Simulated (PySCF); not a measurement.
Relaxation of singlet HNO

Computed with PBE/[N def2-TZVP, O def2-TZVP, H def2-TZVP], no relativity, density fitting, PySCF. A (50,194) grid was used.

A hand-made linear start, of C∞v symmetry, held to at least that symmetry:

Coordinates in bohr (charge 0 multiplicity 1):
```
N     0.0000    0.0000    1.0773
O     0.0000    0.0000   -1.1337
H     0.0000    0.0000    3.0237
```

Optimiser trace:
```tsv
step	E − E(last) (kJ/mol)	largest gradient (Eh/bohr)
0	13.17	0.11845
1	6.39	0.06529
2	0.21	0.01082
3	0.01	0.00199
4	0.00	0.00007
```

It ends at C∞v with N–H 1.004 Å, N–O 1.223 Å; H–N–O 180.0°. No frequency check is given, so it may be a saddle point. Other isomers or separated fragments may lie lower.

Final geometry:
```xyz
3
charge 0 multiplicity 1, angstrom
N     0.0000    0.0000    0.5963
O     0.0000    0.0000   -0.6263
H     0.0000    0.0000    1.6003
```

The relaxation took 25 s on 2 threads of a shared Arm Neoverse V1 host, with 68 basis functions and 5 gradients; the process peaked at 0.39 GiB.
